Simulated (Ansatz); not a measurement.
A made-up structure of MgBH₂Cl, closed shell:

B1  (-0.756, 0.587, -0.509)
Mg2  (0.822, -0.640, 0.552)
Cl3  (2.354, -1.829, 1.585)
H4  (-1.685, 0.095, -1.089)
H5  (3.230, -2.774, 1.913)
(Å)

It is relaxed with PBE-D4/def2-SVP and then PBE0-D4/def2-TZVP (Ansatz 0.2.0). Atoms count as bonded within 1.22 times the sum of their covalent radii (H–H: 0.88 Å). The end point is not checked to be a true minimum.

Task: Does its bonding change? (A judgement: the text doesn't fix the answer.)

Result: The calculation gives: Yes. Formed: B1–H5; broken: Cl3–H5.

Where it ends: The first stage lowers the energy by 5.30 eV in 36 steps. It ends as MgBH₂Cl ([BH2][Mg][Cl]):
B1  (0.569, -0.047, -0.124)
Mg2  (1.037, -1.853, 1.159)
Cl3  (1.490, -3.605, 2.404)
H4  (-0.534, 0.194, -0.531)
H5  (1.403, 0.750, -0.455)
(Å)

Labels in which every atom is bracketed show which atoms are joined, not bond orders.

For scale, one of the runs: PBE0-D4/def2-TZVP relaxation, 112 basis functions, launched by `ansatz run in.yaml --threads 2 --pin off --events-out ev --progress --plain --max-ram 4352MiB`. Hardware: 2 CPU threads of an Arm Neoverse V1, shared host. Wall time about 10 s.
